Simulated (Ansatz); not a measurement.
# BH7NP (built from SMILES BN.P): search for a transition state

Is there a first-order saddle for this four-centre ligand exchange, which should form B1–P6, N2–H5 and break B1–N2, H5–P6, and which two structures does it connect?

Computed with Ansatz 0.2.0, Gaussian basis. Level: PBE0-D4, def2-SVP first, then def2-TZVP.

154 further runs of the same task are left out: 2 that didn't finish, 152 set aside as unsound or not needed.

**1. The system as given**

The guess: 10 atoms, charge 0, spin multiplicity 1.

Atoms are counted from 1 here; the program's logs count them from 0.

Bond lengths: B1–H3 1.166 Å, B1–H4 1.169 Å, N2–H7 1.009 Å, N2–H8 1.009 Å, P6–H9 1.386 Å, P6–H10 1.390 Å. Angles: H3–B1–H4 122.4°, H7–N2–H8 112.2°, H9–P6–H10 92.8°.

Coordinates:

```
atom    x (Å)    y (Å)    z (Å)
  B1  -0.1185  -0.8486   0.5694
  N2   1.0887   0.4913   0.5989
  H3   0.3539  -1.8021   0.0924
  H4  -0.6819  -0.8733   1.5938
  H5   0.2808   1.2665  -0.1275
  P6  -1.1557   0.4584  -0.9040
  H7   1.9374   0.2847   0.0935
  H8   1.2725   0.8891   1.5074
  H9  -0.5537   0.0336  -2.0782
 H10  -2.4236   0.1004  -1.3456
```

Distances that are to change: B1–P6 2.23 Å, N2–H5 1.33 Å, B1–N2 1.80 Å, H5–P6 1.82 Å.

**2. Relaxing the guess with the reacting distances held**

hold/in.yaml reads:

```yaml
crystal:
  periodic: [false, false, false]
  atoms:
    - {symbol: B, position_ang: [-0.118500, -0.848600, 0.569400]}
    - {symbol: N, position_ang: [1.088700, 0.491300, 0.598900]}
    - {symbol: H, position_ang: [0.353900, -1.802100, 0.092400]}
    - {symbol: H, position_ang: [-0.681900, -0.873300, 1.593800]}
    - {symbol: H, position_ang: [0.280800, 1.266500, -0.127500]}
    - {symbol: P, position_ang: [-1.155700, 0.458400, -0.904000]}
    - {symbol: H, position_ang: [1.937400, 0.284700, 0.093500]}
    - {symbol: H, position_ang: [1.272500, 0.889100, 1.507400]}
    - {symbol: H, position_ang: [-0.553700, 0.033600, -2.078200]}
    - {symbol: H, position_ang: [-2.423600, 0.100400, -1.345600]}
basis:
  gaussian: {orbitals: def2-SVP}
hamiltonian: {xc: pbe0, dispersion: d4}
relax: {f_tol: 0.08, max_steps: 120, escape_saddle: false, constraints: [{distance: [0, 5]}, {distance: [1, 4]}, {distance: [0, 1]}, {distance: [4, 5]}]}
```

Launch:

```bash
$ ansatz run in.yaml --threads 2 --pin off --events-out ev --progress --plain --max-ram 4352MiB
```

After this run come: A starting Hessian; Saddle search in the small basis; Saddle search in triple zeta; Checking the order of the point; Relaxing after a step of 0.30 Å one way along the mode; Relaxing after a step of 0.30 Å the other way along the mode.

What does the calculation give? Wanted: imaginary mode; barrier from the start side; barrier from the end side; energy of the step; pairs that change; zero-point energy at the saddle.

**Answer**, as computed:

| quantity | value |
| --- | --- |
| imaginary mode | 1338i cm⁻¹ |
| barrier from the start side | 130.5 kJ/mol |
| barrier from the end side | 133.5 kJ/mol |
| energy of the step | -3.1 kJ/mol |
| pairs that change | B1–P6 formed, N2–H5 formed, B1–N2 loosened, H5–P6 broken |
| zero-point energy at the saddle | 1.966 eV |

What this shows: The point has a single imaginary mode (1338i cm⁻¹), as a transition state must. It joins the planned start and end. A bond meant to break is only loosened at the end: the products stay bound as an adduct. At PBE0-D4/def2-TZVP the electronic barrier is 130.5 kJ/mol, about 53 kT at 298 K, and the step runs 3.1 kJ/mol downhill. The barrier is thin enough for tunnelling; the leading (Wigner) term alone is a factor of 2.7 at 298 K. These are plain relaxations, not an intrinsic reaction coordinate.
